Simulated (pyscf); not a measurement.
A first-order saddle from PySCF, ωB97X-D3(BJ)/def2-SVP:

```xyz
5

F     -0.1148     0.2815     0.5599
C      0.4935     0.9654    -0.8739
F      1.7166     1.0552    -0.5544
F      0.4284    -0.6935    -1.2439
H      0.0191    -0.5912    -0.1753
```

Surface: singlet, charge 0. Lowest wavenumbers (cm⁻¹): 918i, 395, 409, 598, 730.

Question: Which two sides does it connect, and which bonds change?

Answer: difluorocarbene (F–C:–F) [singlet] + hydrogen fluoride (HF) <-> hydrogen fluoride (HF) + difluorocarbene (F–C:–F) [singlet], a four-centre exchange read from left to right: C–F, F–H broken and F–H, C–F formed. At CCSD(T)/def2-TZVPP + ΔMP2(QZVPP) it lies +162.0 kJ/mol from the left side and +162.0 kJ/mol from the right (each side as separated species at their lowest minima found). This is the saddle that the search found; another between the same sides may lie lower. The CCSD(T) − MP2 part came from Ansatz, without density fitting, on the same reference.
